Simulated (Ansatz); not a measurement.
## Ansatz (development build ahead of 0.2.0) run

```yaml
crystal:
  periodic: [false, false, false]
  atoms:
    - { symbol: C, position_ang: [0.0, 0.0, 0.0] }
    - { symbol: C, position_ang: [1.30118, 0.0, 0.0] }
    - { symbol: C, position_ang: [-0.65059, 1.12685, 0.0] }
    - { symbol: C, position_ang: [-0.65059, -1.12685, 0.0] }
    - { symbol: H, position_ang: [1.81842, -0.86136, 0.0] }
    - { symbol: H, position_ang: [1.81842, 0.86136, 0.0] }
    - { symbol: H, position_ang: [-1.65517, 1.14412, 0.0] }
    - { symbol: H, position_ang: [-0.16325, 2.00548, 0.0] }
    - { symbol: H, position_ang: [-1.65517, -1.14412, 0.0] }
    - { symbol: H, position_ang: [-0.16325, -2.00548, 0.0] }
basis:
  gaussian: { orbitals: cc-pVDZ }
magnetization:
  spin_polarized: true
  initial_magnetization: 2
hamiltonian:
  xc: hf
correlation:
  method: mp2
  frozen_orbitals: { C: 1, H: 0 }
```

The input is written out in the form of the current development build from the run's settings.

The run gave:

```yaml
Converged: yes
Reference_energy: -154.83758 hartree
Correlation_energy: -0.47130 hartree
Total_energy: -155.30889 hartree
Spin_squared_of_the_determinant: 2.117
```

Caution: the unrestricted determinant is spin contaminated.
